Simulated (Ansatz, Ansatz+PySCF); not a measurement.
Two shapes of doublet C3H7.

Shape 1:

```xyz
10

C     1.2084   -0.2872    0.0001
C    -0.0654    0.5761   -0.0001
C    -1.3148   -0.2395    0.0000
H     1.2414   -0.9284    0.8812
H     1.2414   -0.9286   -0.8810
H     2.1019    0.3387    0.0000
H    -0.0482    1.2268   -0.8771
H    -0.0483    1.2270    0.8768
H    -1.7291   -0.6158    0.9244
H    -1.7288   -0.6164   -0.9244
```

Shape 2:

```xyz
10

C     0.0000   -0.2840   -1.0885
C     0.0000    0.5940    0.1139
C     0.0000   -0.1773    1.3912
H    -0.8811   -0.9261   -1.0989
H     0.8811   -0.9261   -1.0989
H     0.0000    0.3102   -2.0033
H     0.8770    1.2438    0.0739
H    -0.8770    1.2438    0.0739
H    -0.9244   -0.5391    1.8183
H     0.9244   -0.5391    1.8183
```

Basis set: cc-pVTZ (spherical functions). Frozen core: 3 orbitals. Correlation on ROHF uses semicanonical orbitals with singles. Charge 0, multiplicity 2.

Computed with Ansatz (development build ahead of 0.2.0); each method stands on the lowest determinant of its kind that the runs found.

(1) Which shape is lower in energy, and by how much in each method?

Results:

(1)

```json
{"method": "ROHF", "E(2) − E(1) (eV)": "0.032"}
{"method": "UHF", "E(2) − E(1) (eV)": "0.033"}
{"method": "ROHF-MP2", "E(2) − E(1) (eV)": "0.032"}
{"method": "UHF-MP2", "E(2) − E(1) (eV)": "0.032"}
```

Shape 1 is lower.
